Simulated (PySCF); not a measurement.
Ligands exchanged one at a time, B F-NH2. Isolated molecules, 0 K electronic values unless said otherwise. Strings in code marks are SMILES.

The HOMO–LUMO gap from two functionals at the same geometries (B3LYP-D3(BJ)/def2-TZVP), both in PySCF: PBE-D3(BJ)/def2-TZVP and B3LYP-D3(BJ)/def2-TZVP. B3LYP has the VWN-RPA correlation part, as in Gaussian. 

```tsv
species	B3LYP-D3(BJ)/def2-TZVP (eV)
0 of 3 F replaced by NH2	11.93
1 of 3 F replaced by NH2	8.66
2 of 3 F replaced by NH2	7.32
3 of 3 F replaced by NH2	6.81
```

Task: What does PBE-D3(BJ)/def2-TZVP give for each?

Result: 
- 0 of 3 F replaced by NH2: 9.61
- 1 of 3 F replaced by NH2: 6.98
- 2 of 3 F replaced by NH2: 5.69
- 3 of 3 F replaced by NH2: 5.17
Over these rows, drawn at random from the members with no instability flagged (it was tested for open shells, ions and some series alone), PBE minus B3LYP-D3(BJ): mean -1.82 eV, from -2.33 eV to -1.63 eV.
